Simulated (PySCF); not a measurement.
# BH2 (boron dihydride): UB3LYP/cc-pVTZ

Aim: the vertical doublet–quartet gap of BH2 (boron dihydride) at UB3LYP/cc-pVTZ, from 2 runs. The job is set up through a Python script.

The results are computed with PySCF 2.14.0.

2 further runs of the same task are left out: 2 set aside as unsound or not needed.

**1. The molecule**

BH2: 3 atoms, total charge 0, spin state doublet. As SMILES, `[BH2]`. Geometry: relaxed at GFN2-xTB.

Bond lengths: B1–H2 1.159 Å, B1–H3 1.159 Å. Angles: H2–B1–H3 128.4°.

**2. A single-point energy at UB3LYP/cc-pVTZ**

File run.py:

```python
from pyscf import gto, dft

mol = gto.Mole()
mol.atom = '''
B      0.496696    -0.314129     0.243094
H      0.529161     1.861985     0.493181
H     -1.025857    -1.547856    -0.736294
'''
mol.spin = 1
mol.basis = 'cc-pvtz'
mol.charge = 0
mol.verbose = 3
mol.max_memory = 1860
mol.unit = 'bohr'
mol.build()

mf = dft.UKS(mol)
mf.xc = 'b3lyp'
mf.grids.level = 5
mf.conv_tol = 1e-10
mf.kernel()
if not mf.converged:
    mf = mf.newton().run(mf.mo_coeff, mf.mo_occ)

e_final = mf.e_tot
print('E = %.10f Eh' % e_final)
```

On the command line:

```bash
$ OMP_NUM_THREADS=1 python run.py
```

What it wrote:

```text
WARN: HOMO -0.156946958901063 >= LUMO -0.156946958901064

converged SCF energy = -25.9455217428464  <S^2> = 0.7514424  2S+1 = 2.0014419
E = -25.9455217428 Eh
```

It took 4.2 s on 1 thread of Arm Neoverse V2, shared host; peak memory 0.29 GiB.

**3. The quartet**

File input.py:

```python
from pyscf import gto, dft

system = gto.Mole()
system.atom = 'B 0.262840 -0.166230 0.128640; H 0.280020 0.985320 0.260980; H -0.542860 -0.819090 -0.389630'
system.verbose = 3
system.max_memory = 1860
system.spin = 3
system.basis = 'cc-pvtz'
system.charge = 0
system.build()

calc0 = dft.UKS(system, xc='b3lyp')
calc0.grids.level = 5
calc0.conv_tol = 1e-10
calc0.kernel()
if not calc0.converged:
    calc0 = calc0.newton().run(calc0.mo_coeff, calc0.mo_occ)

e_tot = calc0.e_tot
print(f'total energy: {e_tot:.8f} hartree')
```

On the command line:

```bash
$ OMP_NUM_THREADS=1 python input.py
```

What it wrote:

```text
WARN: HOMO -0.120647250441296 >= LUMO -0.398698096480476

WARN: HOMO -0.19038823852258 >= LUMO -0.328968016721713

WARN: HOMO -0.190713112942174 >= LUMO -0.312609580925076

WARN: HOMO -0.187052670928558 >= LUMO -0.308411838486397

WARN: HOMO -0.188267784793488 >= LUMO -0.309619390815434

WARN: HOMO -0.188114630419465 >= LUMO -0.309404117746415

WARN: HOMO -0.188144889529785 >= LUMO -0.309422619973366

WARN: HOMO -0.188144973554413 >= LUMO -0.309421372878974

WARN: HOMO -0.188144379092145 >= LUMO -0.309419855327423

WARN: HOMO -0.188144308852215 >= LUMO -0.309419787029268

WARN: HOMO -0.188144362131621 >= LUMO -0.309419844232992

converged SCF energy = -25.7426013718412  <S^2> = 3.7524385  2S+1 = 4.0012191
total energy: -25.74260137 hartree
```

Run time: 4.5 s. Hardware: 1 thread of Arm Neoverse V2, shared host; peak memory 0.29 GiB.

**4. What came out**

At UB3LYP/cc-pVTZ:

```
                                        quantity         value
                           doublet: total energy  -25.94552 Eh
                          doublet: dipole moment        0.48 D
     doublet: HOMO energy (highest over α and β)      -5.87 eV
      doublet: LUMO energy (lowest over α and β)      -2.48 eV
                                   doublet: ⟨S²⟩         0.751
                           quartet: total energy  -25.74260 Eh
                          quartet: dipole moment        1.27 D
     quartet: HOMO energy (highest over α and β)      -5.12 eV
                                   quartet: ⟨S²⟩         3.752
vertical energy of the quartet above the doublet      5.522 eV
```

What this shows: At this shape the quartet lies 5.52 eV (533 kJ/mol) above the doublet.
